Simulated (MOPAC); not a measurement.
MOPAC input (AM1):

```
AM1 FORCE THERMO(298,298) PRECISE LET GEO-OK AUX(PRECISION=9) THREADS=1
P2

P     0.00000000 1    0.00000000 1   -0.81141567 1
P     0.00000000 1    0.00000000 1    0.81141567 1
```

Output:

```
 *******************************************************************************
 **                                                                           **
 **                              MOPAC v23.2.5                                **
 **                                                                           **
 *******************************************************************************
 ** MOPAC's Digital Object Identifier: https://doi.org/10.5281/zenodo.6511958 **
 **                                                                           **
 ** Please cite the open-source release paper for use of this MOPAC version:  **
 ** J. E. Moussa and J. J. P. Stewart (2026)                                  **
 ** MOPAC: An open-source semiempirical molecular orbital program             **
 ** J. Open Source Softw., 11(119), 8025, https://doi.org/10.21105/joss.08025 **
 *******************************************************************************

                              AM1 CALCULATION RESULTS

 *******************************************************************************
 *  AM1        - The AM1 Hamiltonian to be used
 *  GEO-OK     - OVERRIDE INTERATOMIC DISTANCE AND OTHER SAFETY CHECKS
 *  LET        - OVERRIDE SOME SAFETY CHECKS
 *  PRECISE    - TIGHTER CRITERIA TO BE USED
 *  FORCE      - FORCE CALCULATION SPECIFIED
 *  AUX        - OUTPUT AUXILIARY INFORMATION
 *  THERMO     - THERMODYNAMIC QUANTITIES TO BE CALCULATED
 *******************************************************************************
AM1 FORCE THERMO(298,298) PRECISE LET GEO-OK AUX(PRECISION=9) THREADS=1
 P2

   ATOM   CHEMICAL          X               Y               Z
  NUMBER   SYMBOL      (ANGSTROMS)     (ANGSTROMS)     (ANGSTROMS)

     1       P          0.00000000  *   0.00000000  *  -0.81141567  *
     2       P          0.00000000  *   0.00000000  *   0.81141567  *

          CARTESIAN COORDINATES

    NO.       ATOM           X           Y           Z

     1         P          0.0000      0.0000     -0.8114
     2         P          0.0000      0.0000      0.8114

  P: (AM1): M.J.S.DEWAR, JIE, C, THEOCHEM, 187, 1 (1989)

           Empirical Formula: P2  =     2 atoms

      MOLECULAR POINT GROUP   :   D*h

      RHF CALCULATION, NO. OF DOUBLY OCCUPIED LEVELS = 5

          HEAT OF FORMATION =      24.569403 KCALS/MOLE

          CARTESIAN COORDINATE DERIVATIVES

   NUMBER  ATOM         X            Y            Z

     1       P      0.034985     0.000000     0.000000
     2       P     -0.034985     0.000000     0.000000

 DIPOLE           X         Y         Z       TOTAL
 POINT-CHG.     0.000     0.000    -0.000     0.000
 HYBRID        -0.000     0.000     0.000     0.000
 SUM            0.000     0.000     0.000     0.000

          GRADIENT NORM =   0.04948

          MOLECULAR WEIGHT =   61.95

          ROTATIONAL CONSTANTS IN CM(-1)

          A =    0.00000000   B =    0.41331940   C =    0.41331940

           PRINCIPAL MOMENTS OF INERTIA IN UNITS OF 10**(-40)*GRAM-CM**2

          A =        0.0000   B =       67.7267   C =       67.7267

          ORIENTATION OF MOLECULE IN FORCE CALCULATION

    NO.       ATOM         X         Y         Z

     1          P      -0.8114    0.0000    0.0000
     2          P       0.8114    0.0000   -0.0000

    FIRST DERIVATIVES WILL BE USED IN THE CALCULATION OF SECOND DERIVATIVES

    FOR POINT-GROUP D*h  THERE ARE 120 UNIQUE SYMMETRY FUNCTIONS.


(To convert to Hartree/Bohr^2, multiply by (10^(-21) x N x a0^2)/(4.184 x 627.51) =  0.0642)

           FORCE MATRIX IN MILLIDYNES/ANGSTROM

                  P  1       P  2
 ------------------------------
     P    1   9.115042
     P    2   9.115042   9.115042

          HEAT OF FORMATION =      24.569403 KCALS/MOLE

          ZERO POINT ENERGY       1.429 KCAL/MOL

           NORMAL COORDINATE ANALYSIS (Total motion = 1 Angstrom)

   Root No.       1

                 1 Sig

                 999.5

           1   -0.5000
           2    0.0000
           3    0.0000
           4    0.5000
           5   -0.0000
           6   -0.0000

           MASS-WEIGHTED COORDINATE ANALYSIS (NORMAL COORDINATES)

   Root No.       1

                 1 Sig

                 999.5

           1   -0.7071
           2    0.0000
           3    0.0000
           4    0.7071
           5   -0.0000
           6   -0.0000

          DESCRIPTION OF VIBRATIONS

 VIBRATION          1    1Sig        ATOM PAIR     ENERGY CONTRIBUTION    RADIAL
 FREQUENCY           999.48         P 1 -- P 2        +100.0% (100.0%)    100.0%
 TRANSITION DIPOLE   0.0000
 TRAVEL (Ang.)       0.0660
 REDUCED MASS       15.4869
 EFFECTIVE MASS     30.9738
 FORCE CONSTANT      9.1150

      SYMMETRY NUMBER FOR POINT-GROUP D*h =  2

          SYSTEM IS A GROUND STATE

 P2

          MOLECULE IS LINEAR

          THERE ARE  1 GENUINE VIBRATIONS IN THIS SYSTEM
          THIS THERMODYNAMICS CALCULATION IS LIMITED TO
          MOLECULES WHICH HAVE NO INTERNAL ROTATIONS

                    CALCULATED THERMODYNAMIC PROPERTIES
                                          *
   TEMP. (K)   PARTITION FUNCTION   H.O.F.    ENTHALPY  HEAT CAPACITY ENTROPY
                                   KCAL/MOL   CAL/MOLE    CAL/K/MOL  CAL/K/MOL

 298.00  VIB.     0.1008D+01                    23.1091     0.3772     0.0936
         ROT.     0.2506D+03                   592.1869     1.9872    12.9639
         INT.     0.2526D+03                   615.2960     2.3644    13.0575
         TRA.     0.4714D+27                  1480.4672     4.9680    38.2883
         TOT.                       24.569    2095.7632     7.3325    51.3458

   *: NOTE: HEATS OF FORMATION ARE RELATIVE TO THE
            ELEMENTS IN THEIR STANDARD STATE AT 298K
              (=  Standard Enthalpy of Formation).

            Hvib:  Zero-point energy is not included.
                   frequencies of less than zero cm-1 are not included.
            Hrot = (3/2)RT
            Htra = (3/2)RT + pV = (5/2)RT

            Heat capacity is Cp, not Cv

          For more information, see: HTTP://OpenMOPAC.net/Manual/thermochemistry.html

           FORCE CONSTANT IN CARTESIAN COORDINATES (Millidynes/A)

    ATOM   CHEMICAL       X               Y               Z
   NUMBER   SYMBOL  FORCE CONSTANT  FORCE CONSTANT  FORCE CONSTANT

      1       P        9.115042        0.000979        0.000979
      2       P        9.115042        0.000979        0.000979

 **********************
 *                    *
 * JOB ENDED NORMALLY *
 *                    *
 **********************

 == MOPAC DONE ==
```
